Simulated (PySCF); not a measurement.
# PBE/STO-6G run of SiH4S (sulfanylsilane)

What is the energy change on altering one bond length of SiH4S (sulfanylsilane) at PBE/STO-6G? 

The calculation is run with PySCF 2.14.0.

6 further runs of the same task are left out: 6 set aside as unsound or not needed.

### 1 Starting point

SiH4S: 6 atoms, total charge 0, spin state singlet. SMILES: `[SiH3]S`. The coordinates come from a PBE0-D4/def2-TZVP relaxation.

Bond lengths: Si1–S2 2.137 Å, Si1–H3 1.485 Å, Si1–H4 1.482 Å, Si1–H5 1.485 Å, S2–H6 1.344 Å. Angles: Si1–S2–H6 94.7°, S2–Si1–H3 111.6°, S2–Si1–H4 104.8°, S2–Si1–H5 111.6°, H3–Si1–H4 110.0°, H3–Si1–H5 108.8°, H4–Si1–H5 110.0°.

### 2 The energy at PBE/STO-6G

Contents of run.py:

```python
# [SiH3]S
from pyscf import gto, dft

molecule = gto.Mole()
molecule.atom = '''
Si    -0.320875    -0.497754    -0.823921
S      1.714549    -0.023811     2.632011
H     -3.079876    -0.140407    -0.456558
H      0.205224    -3.133733    -1.610992
H      0.566540     1.287281    -2.798873
H      0.994185     2.387291     2.971216
'''
molecule.basis = 'sto-6g'
molecule.max_memory = 1860
molecule.verbose = 3
molecule.spin = 0
molecule.unit = 'bohr'
molecule.build()

myscf = dft.RKS(molecule, xc='pbe')
myscf.conv_tol = 1e-10
myscf.grids.level = 5
myscf.kernel()
if not myscf.converged:
    myscf = myscf.newton().run(myscf.mo_coeff, myscf.mo_occ)

e_final = myscf.e_tot
print('E(%s) = %.9f' % ('PBE', e_final))
```

Run with:

```console
$ OMP_NUM_THREADS=1 python run.py
```

Log:

```text
converged SCF energy = -687.288959218831
E(PBE) = -687.288959219
```

It took 3.6 s on 1 thread of Arm Neoverse V2, shared host; peak memory 0.21 GiB.

### 3 The distorted shape at the same level

Contents of job.py:

```python
from pyscf import gto, dft

mol = gto.Mole()
mol.atom = [
    ('Si', (0.998245, -0.414686, -0.591526)),
    ('S', (2.075345, -0.163886, 1.237274)),
    ('H', (-1.629800, -0.074300, -0.241600)),
    ('H', (1.276645, -1.809586, -1.008026)),
    ('H', (1.467845, 0.529914, -1.636626)),
    ('H', (1.694145, 1.112014, 1.416774)),
]
mol.verbose = 3
mol.basis = 'sto-6g'
mol.max_memory = 1860
mol.build()

mf = dft.RKS(mol, xc='pbe')
mf.conv_tol = 1e-10
mf.grids.level = 5
mf.kernel()
if not mf.converged:
    mf = mf.newton().run(mf.mo_coeff, mf.mo_occ)

etot = mf.e_tot
print('E(%s) = %.9f' % ('PBE', etot))
```

Run with:

```console
$ OMP_NUM_THREADS=1 python job.py
```

Log:

```text
converged SCF energy = -687.122682422711
E(PBE) = -687.122682423
```

It took 5.7 s on 1 thread of Arm Neoverse V2, shared host; peak memory 0.21 GiB.

### 4 What came out

At PBE/STO-6G:

| quantity | value |
| --- | --- |
| first shape: total energy | -687.28896 Eh |
| first shape: dipole moment | 0.98 D |
| first shape: HOMO energy | -2.16 eV |
| first shape: LUMO energy | 4.77 eV |
| first shape: HOMO–LUMO gap | 6.94 eV |
| distorted shape: total energy | -687.12268 Eh |
| distorted shape: dipole moment | 1.38 D |
| distorted shape: HOMO energy | -2.44 eV |
| distorted shape: LUMO energy | -0.12 eV |
| distorted shape: HOMO–LUMO gap | 2.32 eV |
| energy change with the Si1–H3 bond stretched from 1.485 to 2.673 Å | 4.525 eV |

What this shows: One bond (distorted shape) is far stretched, which a spin-restricted single reference describes badly; a broken-symmetry solution may lie lower. With the Si1–H3 bond stretched from 1.485 to 2.673 Å the energy rises by 4.52 eV (104 kcal/mol). The first shape isn't relaxed at this level, so the change isn't measured from a minimum. A restricted reference can't describe the breaking bond well at this length. The minimal basis adds a large error of its own. Mulliken charges (first shape) run from -0.12 on H3 to +0.43 on Si1; they depend strongly on the basis. Mulliken charges (distorted shape) run from -0.15 on H3 to +0.38 on Si1.
